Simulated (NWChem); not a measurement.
System: propene (C3H6); SMILES C(C)=C

All runs: NWChem. Structure relaxed at the PBE0/def2-SVP level. Level: PBE0/def2-SVP with SMD (1 M gas to 1 M solution), gas-phase geometry.

Problem. Estimate the computed values for solvent n-hexane. Quantities: solvation free energy (kcal/mol); cavity-dispersion-structure term (kcal/mol); dipole in solution (D).

Solution. 
```json
{
  "solvation free energy (kcal/mol)": "-2.1",
  "cavity-dispersion-structure term (kcal/mol)": "-1.2",
  "dipole in solution (D)": "0.49"
}
```
